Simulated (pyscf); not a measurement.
Single points on ωB97X-D3(BJ)/def2-SVP structures (PySCF, gas phase).

SMILES: [O]=[NbH]([OH])[Cl]
```xyz
6

O     -0.1384     0.5459     1.3779
Nb    -1.1696    -0.1655     0.2634
O     -0.4354    -0.0199    -1.4487
Cl    -3.3224     0.6167     0.4979
H     -1.1155    -1.8760     0.7039
H      0.3612     0.3640    -1.8329
```

How much does it cost (ΔH, 298 K, ωB97M-D3(BJ)/def2-TZVP) to split O=NbH(OH)–Cl (SMILES [O]=[NbH]([OH])[Cl]) at its H–O bond into [O–NbH(=O)–Cl]• + H•?

H–O to [O–NbH(=O)–Cl]• + H•: 120.7 kcal/mol. The 7 functionals that were run give +113.9 (PBE) to +122.0 kcal/mol (M06-2X). The radicals are drawn with the spin at the cut bond; how far it spreads was not checked. [O–NbH(=O)–Cl]• lies 53.2 kcal/mol over its isomer [O=Nb(OH)–Cl]•, and others may lie lower still (electronic energy, ωB97M-D3(BJ)). Open-shell species with a d-block atom are single-reference here; other states, and whether the spin sits on metal or ligand, were not checked. Elements past Kr carry the def2 core potentials, without spin-orbit coupling.
